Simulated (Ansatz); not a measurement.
**Molecular dynamics of C4H12**

Input:

```yaml
crystal:
  periodic: [false, false, false]
  atoms:
    - { symbol: H, position_ang: [-0.955012, -0.237584, -3.782161] }
    - { symbol: H, position_ang: [-0.773311, -0.336214, -3.068237] }
    - { symbol: C, position_ang: [-1.322981, -0.001514, 0.251876] }
    - { symbol: C, position_ang: [0.103745, -0.251689, 0.774429] }
    - { symbol: C, position_ang: [0.678122, 1.01651, 1.432254] }
    - { symbol: C, position_ang: [1.024584, -0.751393, -0.35375] }
    - { symbol: H, position_ang: [-1.748687, -0.908868, -0.193501] }
    - { symbol: H, position_ang: [-1.990251, 0.324316, 1.058903] }
    - { symbol: H, position_ang: [-1.319412, 0.781377, -0.518331] }
    - { symbol: H, position_ang: [0.050229, -1.038768, 1.543099] }
    - { symbol: H, position_ang: [0.748646, 1.831581, 0.699541] }
    - { symbol: H, position_ang: [1.683568, 0.837072, 1.831853] }
    - { symbol: H, position_ang: [0.041764, 1.359331, 2.256973] }
    - { symbol: H, position_ang: [2.033376, -0.963151, 0.020765] }
    - { symbol: H, position_ang: [1.113261, 0.006846, -1.143419] }
    - { symbol: H, position_ang: [0.63236, -1.668153, -0.810494] }
basis:
  gaussian: { orbitals: "6-31G" }
hamiltonian:
  xc: b3lyp
  dispersion: d4
md:
  timestep: 0.25
  n_steps: 82
  ensemble: nvt_langevin
  temperature: 700.0
  initial_velocities: maxwell_boltzmann
  seed: 445415
  friction: 0.001
  temperature_schedule:
    - { n_steps: 20, end_temperature: 700.0 }
    - { n_steps: 61, end_temperature: 175.0 }
scf:
  lower_state_search: "off"
```

Run as:

```bash
$ ansatz run input.yaml --threads 1 --pin off --max-ram 2048MiB --backend cpu --events-out ev --progress --plain --runs-dir out
```

It starts from a relaxed structure.

Output, in part (one step line in 3, the closing report, with atoms numbered from 0):

```
md step     0: t =     0.00 fs  T =   656.2 K (target 700.0 K)  F+E_penalty+E_count = -4343.25055468 eV  E_kin = 1.357230 eV  (14 SCF iters)
md step     3: t =     0.75 fs  T =   635.6 K (target 700.0 K)  F+E_penalty+E_count = -4343.20700159 eV  E_kin = 1.314421 eV  (17 SCF iters)
md step     6: t =     1.50 fs  T =   581.8 K (target 700.0 K)  F+E_penalty+E_count = -4343.09383894 eV  E_kin = 1.203327 eV  (17 SCF iters)
md step     9: t =     2.25 fs  T =   520.2 K (target 700.0 K)  F+E_penalty+E_count = -4342.95543387 eV  E_kin = 1.075792 eV  (17 SCF iters)
md step    12: t =     3.00 fs  T =   467.2 K (target 700.0 K)  F+E_penalty+E_count = -4342.83768129 eV  E_kin = 0.966269 eV  (12 SCF iters)
md step    15: t =     3.75 fs  T =   435.0 K (target 700.0 K)  F+E_penalty+E_count = -4342.76356960 eV  E_kin = 0.899677 eV  (12 SCF iters)
md step    18: t =     4.50 fs  T =   411.8 K (target 700.0 K)  F+E_penalty+E_count = -4342.72126493 eV  E_kin = 0.851755 eV  (17 SCF iters)
md step    21: t =     5.25 fs  T =   394.2 K (target 695.7 K)  F+E_penalty+E_count = -4342.69192513 eV  E_kin = 0.815251 eV  (17 SCF iters)
md step    24: t =     6.00 fs  T =   380.8 K (target 669.9 K)  F+E_penalty+E_count = -4342.66579799 eV  E_kin = 0.787520 eV  (17 SCF iters)
md step    27: t =     6.75 fs  T =   378.7 K (target 644.1 K)  F+E_penalty+E_count = -4342.64236094 eV  E_kin = 0.783170 eV  (17 SCF iters)
md step    30: t =     7.50 fs  T =   383.2 K (target 618.2 K)  F+E_penalty+E_count = -4342.63688935 eV  E_kin = 0.792428 eV  (17 SCF iters)
md step    33: t =     8.25 fs  T =   399.8 K (target 592.4 K)  F+E_penalty+E_count = -4342.66481923 eV  E_kin = 0.826820 eV  (12 SCF iters)
md step    36: t =     9.00 fs  T =   440.0 K (target 566.6 K)  F+E_penalty+E_count = -4342.73583937 eV  E_kin = 0.909941 eV  (12 SCF iters)
md step    39: t =     9.75 fs  T =   495.4 K (target 540.8 K)  F+E_penalty+E_count = -4342.83360498 eV  E_kin = 1.024616 eV  (17 SCF iters)
md step    42: t =    10.50 fs  T =   530.7 K (target 515.0 K)  F+E_penalty+E_count = -4342.91651755 eV  E_kin = 1.097553 eV  (17 SCF iters)
md step    45: t =    11.25 fs  T =   549.5 K (target 489.1 K)  F+E_penalty+E_count = -4342.94257958 eV  E_kin = 1.136434 eV  (17 SCF iters)
md step    48: t =    12.00 fs  T =   529.6 K (target 463.3 K)  F+E_penalty+E_count = -4342.90125309 eV  E_kin = 1.095309 eV  (17 SCF iters)
md step    51: t =    12.75 fs  T =   497.1 K (target 437.5 K)  F+E_penalty+E_count = -4342.81502213 eV  E_kin = 1.028024 eV  (17 SCF iters)
md step    54: t =    13.50 fs  T =   452.9 K (target 411.7 K)  F+E_penalty+E_count = -4342.72087756 eV  E_kin = 0.936701 eV  (17 SCF iters)
md step    57: t =    14.25 fs  T =   422.5 K (target 385.9 K)  F+E_penalty+E_count = -4342.65222296 eV  E_kin = 0.873756 eV  (17 SCF iters)
md step    60: t =    15.00 fs  T =   400.7 K (target 360.0 K)  F+E_penalty+E_count = -4342.61439259 eV  E_kin = 0.828778 eV  (17 SCF iters)
md step    63: t =    15.75 fs  T =   386.9 K (target 334.2 K)  F+E_penalty+E_count = -4342.59998993 eV  E_kin = 0.800261 eV  (17 SCF iters)
md step    66: t =    16.50 fs  T =   386.0 K (target 308.4 K)  F+E_penalty+E_count = -4342.60035778 eV  E_kin = 0.798333 eV  (17 SCF iters)
md step    69: t =    17.25 fs  T =   386.4 K (target 282.6 K)  F+E_penalty+E_count = -4342.60165253 eV  E_kin = 0.799222 eV  (17 SCF iters)
md step    72: t =    18.00 fs  T =   390.1 K (target 256.8 K)  F+E_penalty+E_count = -4342.60224309 eV  E_kin = 0.806861 eV  (17 SCF iters)
md step    75: t =    18.75 fs  T =   395.4 K (target 230.9 K)  F+E_penalty+E_count = -4342.60872981 eV  E_kin = 0.817651 eV  (12 SCF iters)
md step    78: t =    19.50 fs  T =   406.8 K (target 205.1 K)  F+E_penalty+E_count = -4342.63388568 eV  E_kin = 0.841414 eV  (12 SCF iters)
md step    81: t =    20.25 fs  T =   426.9 K (target 179.3 K)  F+E_penalty+E_count = -4342.68748824 eV  E_kin = 0.882940 eV  (12 SCF iters)
md step    82: t =    20.50 fs  T =   438.0 K (target 175.0 K)  F+E_penalty+E_count = -4342.70948281 eV  E_kin = 0.905918 eV  (18 SCF iters)
Total energy: -4342.70970452 eV, -159.5916380469 hartree
Atom 0 at    -1.654283     0.228200    -2.908325 Å, force     0.518112    -0.247444    -0.174075 eV/Å
Atom 1 at    -0.989998    -0.085130    -3.100806 Å, force    -0.526548     0.248113     0.134831 eV/Å
Atom 2 at    -1.259940    -0.044345     0.317993 Å, force    -1.136613    -0.707931     0.992991 eV/Å
Atom 3 at     0.189815    -0.313422     0.715970 Å, force     0.998630     0.825360     0.523292 eV/Å
Atom 4 at     0.588930     0.979154     1.570741 Å, force    -0.852181    -1.083023    -1.384953 eV/Å
Atom 5 at     1.070665    -0.669679    -0.523986 Å, force    -0.641665     0.352866    -0.238941 eV/Å
Atom 6 at    -1.757027    -0.862869    -0.218619 Å, force     0.231358     0.080010    -0.337584 eV/Å
Atom 7 at    -1.831259     0.038338     1.272489 Å, force     0.069426     0.091559    -0.490376 eV/Å
Atom 8 at    -1.408091     0.911018    -0.212263 Å, force     0.290250    -0.318336    -0.080550 eV/Å
Atom 9 at     0.320450    -1.208429     1.387748 Å, force    -0.686778     0.683913    -0.332524 eV/Å
Atom 10 at     1.147297     1.682072     0.994523 Å, force     0.588703     0.627157    -0.758096 eV/Å
Atom 11 at     1.194857     0.669235     2.374552 Å, force     0.708610    -0.138727     1.432432 eV/Å
Atom 12 at    -0.325359     1.500223     1.887044 Å, force     0.285022    -0.219079     0.368301 eV/Å
Atom 13 at     2.142716    -0.894801    -0.313563 Å, force    -0.700745     0.246833     0.018443 eV/Å
Atom 14 at     0.988270     0.119899    -1.325648 Å, force     0.222221    -0.662075     0.693803 eV/Å
Atom 15 at     0.563484    -1.587083    -0.888462 Å, force     0.632198     0.220804    -0.366995 eV/Å
Dipole moment:    -0.003440    -0.004822     0.017065 e Å
```

The run went to its last step. The schedule's set-point averaged 343 K over the second half and the system 440 K, so it lags behind the ramp. A run of 0.021 ps of so small a system gives no equilibrium averages. Limits of this set-up: no polarisation functions.

The same pairs are bonded in the first frame and the last. Pairs count as bonded within 1.25 times the sum of covalent radii (0.12 Å more for H–H).

Last frame:

```xyz
16
Properties=species:S:1:pos:R:3
H -1.654 0.228 -2.908
H -0.990 -0.085 -3.101
C -1.260 -0.044 0.318
C 0.190 -0.313 0.716
C 0.589 0.979 1.571
C 1.071 -0.670 -0.524
H -1.757 -0.863 -0.219
H -1.831 0.038 1.272
H -1.408 0.911 -0.212
H 0.320 -1.208 1.388
H 1.147 1.682 0.995
H 1.195 0.669 2.375
H -0.325 1.500 1.887
H 2.143 -0.895 -0.314
H 0.988 0.120 -1.326
H 0.564 -1.587 -0.888
```

The run took 7.2 min on 1 thread of AMD EPYC 7571, with other jobs on the host, peak memory 0.13 GiB.
